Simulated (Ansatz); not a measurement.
Energy needed to pull apart CH3BSi, singlet, into free ground-state atoms, from the structure below (displaced at random from a GFN2-xTB minimum); no zero-point or spin–orbit terms; open-shell atoms are treated unrestricted, in their ground-state multiplicity.

```
atom    x (Å)    y (Å)    z (Å)
  B1  -0.5402  -0.1559  -1.2651
  C2  -0.1209  -0.3322   0.2632
 Si3   0.7262   0.2989   1.5433
  H4  -1.3236  -0.8314  -1.7132
  H5   0.0137   0.6006  -1.8122
  H6   1.2689   0.4819   2.9296
```

Ansatz 0.2.0; basis: def2-TZVPP; cores frozen in the correlated methods. B3LYP uses VWN-RPA correlation.

```json
{"method": "PBE-D4", "atomization energy (eV)": "20.18"}
{"method": "r2SCAN-D4", "atomization energy (eV)": "19.82"}
{"method": "B97M-V", "atomization energy (eV)": "19.90"}
{"method": "PBE0-D4", "atomization energy (eV)": "?"}
{"method": "B3LYP-D4", "atomization energy (eV)": "19.72"}
{"method": "wB97M-V", "atomization energy (eV)": "19.56"}
{"method": "HF", "atomization energy (eV)": "?"}
{"method": "MP2", "atomization energy (eV)": "19.48"}
{"method": "CCSD", "atomization energy (eV)": "18.57"}
{"method": "CCSD(T)", "atomization energy (eV)": "19.11"}
```

(1) What does HF give? (An estimate is asked for; the value comes from the calculation.)

(2) What does PBE0-D4 give? (To be estimated.)

T1 diagnostic: at most 0.029. The T1 diagnostic is large here, which may signal multireference character or strong orbital relaxation, so CCSD(T) is less sure. The restricted Hartree–Fock reference is unstable towards an unrestricted one here.

## Answers

(1) Computed: 13.65 eV, which is about 5.45 eV less than CCSD(T)/def2-TZVPP.

(2) The calculation gives: 19.60 eV, which is about 0.49 eV more than CCSD(T)/def2-TZVPP.

In triple zeta the MP2 and coupled-cluster atomization energies are still short of their basis limit by a few kcal/mol a bond, whereas those of the functionals are nearly converged, so these differences are not deviations from converged CCSD(T).

For scale, one of the runs: CCSD(T)/def2-TZVPP forces, 146 basis functions (an equivalent command: `ansatz run in.yaml --threads 4`). Time: 19 s of wall clock on 4 CPU threads; the host was shared. Peak host memory: 1.6 GiB.
